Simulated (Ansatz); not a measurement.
Rhenium, hcp: convergence with cold smearing

Computed with Ansatz, LDA, scalar-relativistic PAW, on the relaxed cell (a = 2.739 Å, c = 4.412 Å (c/a = 1.611); spin not included). Errors count from a run at 420 eV on a Γ-centred 22×22×12 mesh with Fermi-Dirac smearing of 0.1 eV, extrapolated to zero width. Fixed here: cutoff 420 eV, mesh 13×13×7. The SCF starts from atomic densities corrected by a trained network.

```tsv
width (eV)	E(σ→0) error (meV/atom)	F error (meV/atom)	P (GPa)	SCF iterations
0.01	-0.9	-0.9	-0.34	5
0.03	-0.9	-1.0	-0.34	5
0.1	-1.0	-0.7	-0.29	5
0.2	-0.5	0.2	-0.25	5
0.3	-0.7	2.2	-0.23	5
0.6	3.8	16.4	-0.48	5
1.0	17.1	48.1	-1.01	5
```
